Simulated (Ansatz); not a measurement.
**SiPHCl+ (quintet): the correlation ladder, cc-pVDZ**

How much of the correlation energy of SiPHCl+ (quintet) does each wave-function method recover here?

The runs use Ansatz 0.2.0, Gaussian basis; cc-pVDZ, core rule «outside noble gas», up to 15 orbitals frozen.

The runs, in order: UHF; CCSD(T) on ROHF; CCSD(T) on UHF; BCCD(T) on ROHF; CISD; CCSDT(Q) on ROHF; CCSDT(Q) on UHF.

26 further runs of the same task are left out: 6 for a known fault of the program, 7 that didn't finish, 13 set aside as unsound or not needed.

## (1) The system

The geometry is a PBE0/def2-TZVP stationary point (not a proven minimum) of the parent state, kept for this charge and spin.

4 atoms, charge 1, spin multiplicity 5.

Atoms are counted from 1 here; the program's logs count them from 0.

Bond lengths: Cl1–Si2 2.068 Å, Si2–P3 2.282 Å, P3–H4 1.429 Å. Angles: Cl1–Si2–P3 112.5°, Si2–P3–H4 96.7°.

## (2) UHF

Input file in.yaml:

```yaml
crystal:
  periodic: [false, false, false]
  atoms:
    - {symbol: Cl, position_ang: [0.017539, -0.372733, 1.703409]}
    - {symbol: Si, position_ang: [0.019119, 0.850411, 0.036379]}
    - {symbol: P, position_ang: [-0.080618, -0.331858, -1.912861]}
    - {symbol: H, position_ang: [1.327734, -0.387755, -2.147109]}
basis:
  gaussian: {orbitals: cc-pVDZ}
total_charge: 1
magnetization: {spin_polarized: true, initial_magnetization: 4}
hamiltonian: {xc: hf}
output: {orbitals: {seedname: orbitals}}
```

Started as:

```
$ ansatz run in.yaml --threads 1 --pin off --events-out ev --progress --plain --max-ram 2393MiB
```

After this run come: CCSD(T) on ROHF; CCSD(T) on UHF; BCCD(T) on ROHF; CISD; CCSDT(Q) on ROHF; CCSDT(Q) on UHF.

**Question.** What will the summary of the whole plan be? Wanted: UCCSDT(Q) below the RHF energy; RMP2 from UCCSDT(Q); UMP2 from UCCSDT(Q); RCCSD from UCCSDT(Q); RCCSD(T) from UCCSDT(Q); UCCSD(T) from UCCSDT(Q); RCCSDT(Q) from UCCSDT(Q); T1 diagnostic.

As calculated:

```
                         quantity                      value
   UCCSDT(Q) below the RHF energy                 -8.6539 eV
              RMP2 from UCCSDT(Q)              +138.9 kJ/mol
              UMP2 from UCCSDT(Q)              +138.7 kJ/mol
             RCCSD from UCCSDT(Q)               +31.9 kJ/mol
          RCCSD(T) from UCCSDT(Q)                +6.8 kJ/mol
          UCCSD(T) from UCCSDT(Q)                +6.8 kJ/mol
         RCCSDT(Q) from UCCSDT(Q)                +0.4 kJ/mol
levels within 1 kcal/mol (43 meV)  RCCSDT, UCCSDT, RCCSDT(Q)
                    T1 diagnostic                      0.030
```

In words: RCCSD(T) lands +6.8 kJ/mol from the yardstick (0.8 % of the correlation energy). These misses are within one basis, not against nature; the frozen cores of restricted and unrestricted runs differ, which can shift their rows.
